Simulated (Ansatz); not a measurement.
**BeMgH (doublet): the correlation ladder, def2-TZVPP**

One table from this session's results is given with a row withheld; the runs are named, their logs left out.

Program: Ansatz 0.2.0, Gaussian basis. Level of theory: def2-TZVPP, core rule «outside noble gas», up to 6 orbitals frozen. These are calculated values, not measurements.

Plan: UHF; ROHF; CCSD(T) on UHF.

2 further runs of the same task are left out: 2 set aside as unsound or not needed.

**What is computed**

The geometry is a PBE0/def2-TZVP stationary point (not a proven minimum).

3 atoms, charge 0, spin multiplicity 2.

Atoms are counted from 1 here; the program's logs count them from 0.

Bond lengths: Mg2–H3 1.724 Å.

As a file:

```xyz
3

Be    0.0000    0.0000    2.2977
Mg    0.0000    0.0000   -0.2870
H     0.0000    0.0000   -2.0108
```

The first run:

File in.yaml:

```yaml
crystal:
  periodic: [false, false, false]
  atoms:
    - {symbol: Be, position_ang: [0.000000, 0.000000, 2.297743]}
    - {symbol: Mg, position_ang: [0.000000, 0.000000, -0.286971]}
    - {symbol: H, position_ang: [0.000000, 0.000000, -2.010772]}
basis:
  gaussian: {orbitals: def2-TZVPP}
magnetization: {spin_polarized: true, initial_magnetization: 1}
hamiltonian: {xc: hf}
output: {orbitals: {seedname: orbitals}}
```

Command:

```sh
$ ansatz run in.yaml --threads 1 --pin off --events-out ev --progress --plain --max-ram 4096MiB --backend cpu
```

Among the steps run: UHF; ROHF; CCSD(T) on UHF.

One of the session's tables, all rows but one given; the rest of the session is left out.

```
  method  from UCCSD(T) (meV)
    ROHF                    ?
     UHF              +2256.5
    UMP2               +692.1
   UCCSD                +41.4
UCCSD(T)                    0
```

**Question.** Estimate the row for ROHF.

**Answer.** from UCCSD(T) (meV): +2308.3. In the column «from UCCSD(T) (meV)» it is the highest.
